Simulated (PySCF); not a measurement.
An unknown gives this computed stick spectrum. Method used: TDDFT CAM-B3LYP/def2-SVPD, vertical, gas phase, core orbitals frozen in the response in PySCF. Geometries: PBE0-D3(BJ)/def2-SVP, one conformer each.

```json
{"state": "S1", "ν̃ (cm⁻¹)": "53910", "f": "0.0049", "main configurations (H = HOMO, L = LUMO)": "H-2→L (94%)"}
{"state": "S2", "ν̃ (cm⁻¹)": "54240", "f": "0.126", "main configurations (H = HOMO, L = LUMO)": "H→L (85%), H-1→L (8%)"}
{"state": "S3", "ν̃ (cm⁻¹)": "57160", "f": "0.035", "main configurations (H = HOMO, L = LUMO)": "H-1→L (72%), H→L+3 (14%), H→L (10%)"}
{"state": "S4", "ν̃ (cm⁻¹)": "60550", "f": "0.027", "main configurations (H = HOMO, L = LUMO)": "H→L+1 (77%), H→L+2 (16%)"}
{"state": "S5", "ν̃ (cm⁻¹)": "65360", "f": "0.0003", "main configurations (H = HOMO, L = LUMO)": "H-1→L+1 (64%), H→L+2 (16%), H→L+1 (9%)"}
{"state": "S6", "ν̃ (cm⁻¹)": "66180", "f": "0.0002", "main configurations (H = HOMO, L = LUMO)": "H→L+2 (61%), H-1→L+1 (20%)"}
{"state": "S7", "ν̃ (cm⁻¹)": "68170", "f": "0.249", "main configurations (H = HOMO, L = LUMO)": "H→L+3 (68%), H-1→L (12%), H-1→L+3 (10%)"}
{"state": "S8", "ν̃ (cm⁻¹)": "69220", "f": "0.0002", "main configurations (H = HOMO, L = LUMO)": "H-2→L+3 (35%), H→L+5 (32%), H→L+4 (8%)"}
{"state": "S9", "ν̃ (cm⁻¹)": "69600", "f": "0.226", "main configurations (H = HOMO, L = LUMO)": "H-1→L+3 (83%)"}
{"state": "S10", "ν̃ (cm⁻¹)": "69640", "f": "0.0014", "main configurations (H = HOMO, L = LUMO)": "H-2→L+3 (41%), H→L+5 (18%), H→L+4 (14%)"}
```

Question: Which structure fits? All have the formula C4H5NO.
A. `CC(=O)CC#N`
B. `Cc1ncco1`
C. `Cc1nocc1`

Answer: C. Its S1, at 6.68 eV, is the highest among the candidates; the nearest of the others has S1 at 6.40 eV. S1 is HOMO-2→LUMO (94%). Löwdin shares by element: HOMO carbon 59% or more, nitrogen 28%; LUMO carbon 39% or more, nitrogen 19%, oxygen 18% (atoms not listed hold the other 24%). At the same level the other candidates give, for their lowest levels:
- `Cc1ncco1`: 6.40 eV (f 0.217); 6.64 eV (f 0.003); 6.78 eV (f 0.020); 7.44 eV (f 0.043 summed over 2 states); 7.95 eV (f 0.002); T1 4.20 eV; HOMO -8.34, LUMO 1.11 eV
- `CC(=O)CC#N`: 4.54 eV (f 0.000); 7.32 eV (f 0.015); 7.46 eV (f 0.003); 7.75 eV (f 0.020); 7.82 eV (f 0.027); T1 3.98 eV; HOMO -9.55, LUMO -0.06 eV
Triplets come from the Tamm–Dancoff approximation.
